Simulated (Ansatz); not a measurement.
Geometry optimisation, RKS PBE0/def2-SVP (Ansatz 0.2.0).

Input file:

```yaml
crystal:
  periodic: [false, false, false]
  atoms:
    - { symbol: B, position_ang: [0.0, 0.0, 0.0] }
    - { symbol: C, position_ang: [1.0599, 0.0, 1.4549] }
    - { symbol: H, position_ang: [0.0603, -0.3092, 1.8254] }
    - { symbol: H, position_ang: [1.8275, -0.7111, 1.8254] }
    - { symbol: H, position_ang: [1.2919, 1.0203, 1.8254] }
    - { symbol: H, position_ang: [1.3894, 0.0, -0.0408] }
    - { symbol: F, position_ang: [-1.1431, 0.0, -0.66] }
basis:
  gaussian: { orbitals: def2-SVP }
hamiltonian:
  xc: pbe0
relax:
  f_tol: 0.15
  max_steps: 25
  restrain:
    - { distance: [1, 5], at: 1.11, k: 30.0 }
    - { distance: [0, 1], at: 2.8, k: 30.0 }
    - { distance: [0, 5], at: 2.39, k: 30.0 }
output:
  orbitals: {}
```

Launched with:

```bash
$ ansatz run input.yaml --threads 1 --pin off --max-ram 2048MiB --backend cpu --events-out ev --progress --plain --runs-dir out
```

**Question.** Where does it end, and by what steps?

**Answer.** The forces met the threshold. The restraints hold the end off the free minimum. After 12 steps the energy has fallen by 3.567 eV (the restraints' own energy left out); B1 moved furthest, 1.00 Å. The start is strongly strained (largest force component 8 eV/Å), so its close contacts needn't be bonds. Parted: B1–C2, B1–H6. Joined: C2–H6.

```json
{"step": "0", "energy less start (eV)": "0.0000", "largest force component (eV/Å)": "8.336", "accepted": "yes"}
{"step": "1", "energy less start (eV)": "1.7690", "largest force component (eV/Å)": "5.446", "accepted": "yes"}
{"step": "2", "energy less start (eV)": "0.9849", "largest force component (eV/Å)": "16.118", "accepted": "yes"}
{"step": "3", "energy less start (eV)": "-1.2741", "largest force component (eV/Å)": "7.190", "accepted": "yes"}
{"step": "4", "energy less start (eV)": "-2.7513", "largest force component (eV/Å)": "3.328", "accepted": "yes"}
{"step": "5", "energy less start (eV)": "-3.3804", "largest force component (eV/Å)": "1.611", "accepted": "yes"}
{"step": "6", "energy less start (eV)": "-3.4396", "largest force component (eV/Å)": "1.098", "accepted": "yes"}
{"step": "7", "energy less start (eV)": "-3.4817", "largest force component (eV/Å)": "0.799", "accepted": "yes"}
{"step": "8", "energy less start (eV)": "-3.5140", "largest force component (eV/Å)": "1.323", "accepted": "yes"}
{"step": "9", "energy less start (eV)": "-3.5359", "largest force component (eV/Å)": "1.438", "accepted": "yes"}
{"step": "10", "energy less start (eV)": "-3.5578", "largest force component (eV/Å)": "0.757", "accepted": "yes"}
{"step": "11", "energy less start (eV)": "-3.5658", "largest force component (eV/Å)": "0.479", "accepted": "yes"}
{"step": "12", "energy less start (eV)": "-3.5671", "largest force component (eV/Å)": "0.432", "accepted": "yes"}
```

```xyz
7
Properties=species:S:1:pos:R:3
B -0.275 0.390 -0.874
C 1.211 -0.101 1.464
H 0.314 -0.688 1.695
H 1.997 -0.335 2.197
H 0.981 0.972 1.515
H 1.576 -0.344 0.451
F -1.318 0.105 -0.217
```

Run time: 8.3 s on 1 thread of AMD EPYC 9R45 96-Core Processor (Zen 5) (shared host), peak memory 0.14 GiB.
